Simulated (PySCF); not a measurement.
Field gradients at the hydrogen positions

Si(OH)2H2.
Z-matrix (Å and degrees, PBE0-D3(BJ)/def2-SVP geometry), rows numbered from 1:
```
Si
O   1  1.6595
H   2  0.9604  1  117.99
O   1  1.6593  2  113.89  3   -84.72
H   4  0.9607  1  117.80  2    76.27
H   1  1.4788  2  106.37  3   159.44
H   1  1.4984  2  108.68  3    37.44
```

Level: PBE0/pcSseg-1 (PySCF, non-relativistic); Q(2H) = 0.00286 b; rigid geometry, the same for H and D, with no vibrational averaging.

Question: Rank these positions by the coupling χzz of a deuteron there, largest first.
A. H5 (hydrogen on oxygen)
B. H6 (hydrogen on silicon)
C. H7 (hydrogen on silicon)

Answer: A (329 kHz), B (97 kHz), C (88 kHz).

Tabulate Vzz, the asymmetry η and χzz = 234.96 MHz × Q × Vzz for every hydrogen position.

```
atom  bonded to  bond length (Å)  Vzz (au)     η  χzz (kHz)
  H3         O2            0.960    0.4900  0.07        329
  H5         O4            0.961    0.4891  0.07        329
  H6        Si1            1.479    0.1444  0.01         97
  H7        Si1            1.498    0.1317  0.02         88
```

Average by the element that carries the hydrogen.

on O: 329 kHz over 2 positions, mean bond length 0.961 Å; on Si: 93 kHz over 2 positions, mean bond length 1.489 Å.

Give the 2H NMR doublet splittings at H3 for a magnetic field along the z, y and x axes of the gradient: 3χ/2, 3χ(1 + η)/4, 3χ(1 − η)/4.

With |χ| = 329.3 kHz and η = 0.066: 494, 263 and 231 kHz, to first order and without motion.

Geometry: PBE0-D3(BJ)/def2-SVP, one conformer, isolated molecule. The basis is small and wasn't made for field gradients, so the couplings can be 20 % off.
